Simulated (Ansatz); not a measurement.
**CCl3F (trichlorofluoromethane) at HSE06/6-31G(d) (spherical functions)**

What is the energy change on altering one bond length of CCl3F (trichlorofluoromethane) at HSE06/6-31G* (spherical functions)? 

The calculation is run with Ansatz 0.2.0.

51 further runs of the same task are left out: 2 that didn't finish, 49 set aside as unsound or not needed. Runs told in other sessions of the task aren't counted.

## 1. The system as given

The species is CCl3F (5 atoms), meant as a singlet with charge 0. SMILES: `FC(Cl)(Cl)Cl`. The coordinates come from a PBE0-D4/def2-TZVP relaxation.

Bond lengths: F1–C2 1.333 Å, C2–Cl3 1.760 Å, C2–Cl4 1.760 Å, C2–Cl5 1.760 Å. Angles: F1–C2–Cl3 108.5°, F1–C2–Cl4 108.5°, F1–C2–Cl5 108.5°, Cl3–C2–Cl4 110.4°, Cl3–C2–Cl5 110.4°, Cl4–C2–Cl5 110.4°.

## 2. A single-point energy at HSE06/6-31G(d) (spherical functions)

job.yaml reads:

```yaml
crystal:
  periodic: [false, false, false]
  atoms:
    - {symbol: F, position_ang: [0.911880, -0.820730, 0.677360]}
    - {symbol: C, position_ang: [0.044670, -0.040210, 0.033190]}
    - {symbol: Cl, position_ang: [-1.384510, 0.157610, 1.040990]}
    - {symbol: Cl, position_ang: [-0.379970, -0.814480, -1.489160]}
    - {symbol: Cl, position_ang: [0.807920, 1.517810, -0.262390]}
basis:
  gaussian: {orbitals: 6-31G_st_-spherical.json}
hamiltonian: {xc: hse06}
accuracy: high
output: {orbitals: {seedname: orbitals}}
```

The basis set 6-31G* is read from a file made from the Basis Set Exchange's data (not shown).

Command:

```bash
$ ansatz run job.yaml --threads 1 --pin off --max-ram 3480MiB --events-out events.jsonl --progress --plain --runs-dir runs
```

Standard output:

```text
Warning: RAYON_NUM_THREADS=1 ignored (pool sized by the plan → 1); use --threads N
Functional definition: HSE06
  name "HSE06"
  parameter a = 0.25
  parameter omega = 0.11/bohr
  exchange = pbe_x - a*pbe_x_sr(omega) + a*exact_x_sr(omega)
  correlation = pbe_c
1786 factors; integrals over basis functions are off by at most 3.3e-9 eV
91 factors; integrals over basis functions are off by at most 1.0e-9 eV
mean field evaluation 1: about -41301.3938 eV, gradient 2.4e1 eV
mean field evaluation 2: about -41299.5315 eV, gradient 4.1e1 eV
mean field evaluation 4: about -41302.4167 eV, gradient 1.1e0 eV
mean field evaluation 8: about -41302.6111 eV, gradient 4.9e-2 eV
mean field evaluation 16: about -41302.6111 eV, gradient 2.5e-6 eV
mean field -41302.61113415 eV, -1517.8429632646 hartree, gradient 5.6e-8 eV, S^2 0.000000; 0 other end points of the search recorded, 0 dependent functions left out
reference -41302.61113659 eV, -1517.8429633544 hartree; 33, 33 occupied and 49, 49 virtual orbitals, 1786 factors
Total energy: -41302.61113659 eV, -1517.8429633544 hartree
```

Wall time 9.3 s (1 thread of Arm Neoverse V2, shared host); peak memory 0.3 GiB.

## 3. The distorted shape at the same level

job.yaml reads:

```yaml
crystal:
  periodic: [false, false, false]
  atoms:
    - {symbol: F, position_ang: [1.041987, -0.937831, 0.774004]}
    - {symbol: C, position_ang: [0.044670, -0.040210, 0.033190]}
    - {symbol: Cl, position_ang: [-1.384510, 0.157610, 1.040990]}
    - {symbol: Cl, position_ang: [-0.379970, -0.814480, -1.489160]}
    - {symbol: Cl, position_ang: [0.807920, 1.517810, -0.262390]}
basis:
  gaussian:
    orbitals: 6-31G_st_-spherical.json
hamiltonian:
  xc: hse06
accuracy: high
output: {orbitals: {seedname: orbitals}}
```

The basis set 6-31G* is read from a file made from the Basis Set Exchange's data (not shown).

Command:

```bash
$ ansatz run job.yaml --threads 1 --pin off --max-ram 3480MiB --events-out events.jsonl --progress --plain --runs-dir runs
```

Standard output:

```text
Warning: RAYON_NUM_THREADS=1 ignored (pool sized by the plan → 1); use --threads N
[... 6 set-up lines as earlier in the session ...]
1770 factors; integrals over basis functions are off by at most 3.7e-9 eV
92 factors; integrals over basis functions are off by at most 1.2e-9 eV
mean field evaluation 1: about -41300.4013 eV, gradient 2.9e1 eV
mean field evaluation 2: about -41295.5820 eV, gradient 6.1e1 eV
mean field evaluation 4: about -41301.8894 eV, gradient 8.7e-1 eV
mean field evaluation 8: about -41302.0675 eV, gradient 2.6e-1 eV
mean field evaluation 16: about -41302.0677 eV, gradient 1.1e-5 eV
mean field -41302.06767331 eV, -1517.8229914472 hartree, gradient 1.9e-8 eV, S^2 0.000000; 0 other end points of the search recorded, 0 dependent functions left out
reference -41302.06767572 eV, -1517.8229915358 hartree; 33, 33 occupied and 49, 49 virtual orbitals, 1770 factors
Total energy: -41302.06767572 eV, -1517.8229915358 hartree
```

Run time: 9.3 s. Hardware: 1 thread of Arm Neoverse V2, shared host; peak memory 0.29 GiB.

## 4. Results

At HSE06/6-31G* (spherical functions):

```
                                                         quantity           value
                                        first shape: total energy  -1517.84296 Eh
                                         first shape: HOMO energy        -8.71 eV
                                         first shape: LUMO energy        -1.57 eV
                                       first shape: HOMO–LUMO gap         7.13 eV
                                    distorted shape: total energy  -1517.82299 Eh
                                     distorted shape: HOMO energy        -8.88 eV
                                     distorted shape: LUMO energy        -1.83 eV
                                   distorted shape: HOMO–LUMO gap         7.06 eV
energy change with the F1–C2 bond stretched from 1.333 to 1.533 Å        0.543 eV
```

In words: With the F1–C2 bond stretched from 1.333 to 1.533 Å the energy rises by 0.54 eV (12.5 kcal/mol). The first shape isn't relaxed at this level, so the change isn't measured from a minimum.
